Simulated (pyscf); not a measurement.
SiH₄ (SMILES [SiH4]) + SiH₃• (SMILES [SiH3]) → SiH₃• (SMILES [SiH3]) + SiH₄ (SMILES [SiH4]) (hydrogen abstraction; doublet surface; H–Si broken, H–Si formed). PySCF, gas phase, ωB97X-D3(BJ)/def2-SVP geometries. MP2 and CC: frozen core, UHF for open shells. ΔMP2 is the change of the MP2 total energy from the triple- to the quadruple-zeta basis. Energies in kcal/mol from the separated reactants.

```json
[
 {"level": "PBE/def2-TZVP", "barrier": "3.7", "reaction energy": "0.0"},
 {"level": "PBE0-D3(BJ)/def2-TZVP", "barrier": "?", "reaction energy": "0.0"},
 {"level": "M06-2X/def2-TZVP", "barrier": "10.0", "reaction energy": "0.0"},
 {"level": "MP2/def2-QZVPP", "barrier": "12.6", "reaction energy": "0.0"},
 {"level": "CCSD/def2-TZVPP", "barrier": "12.9", "reaction energy": "0.0"},
 {"level": "CCSD(T)/def2-TZVPP", "barrier": "11.5", "reaction energy": "0.0"},
 {"level": "CCSD(T)/def2-TZVPP + ΔMP2(QZVPP)", "barrier": "?", "reaction energy": "0.0"}
]
```

What belongs in the gaps?


- PBE0-D3(BJ)/def2-TZVP, barrier: 5.4
- CCSD(T)/def2-TZVPP + ΔMP2(QZVPP), barrier: 11.0

Of the functionals in the table, M06-2X is closest to CCSD(T)/def2-TZVPP + ΔMP2(QZVPP) in the barrier (1.0 kcal/mol apart) and PBE least close (7.4 kcal/mol); that level has limits of its own. This is the saddle that the search found; another between the same sides may lie lower. The angle at the transferred H is 180°. The CCSD(T) − MP2 part came from Ansatz, without density fitting, on the same reference.
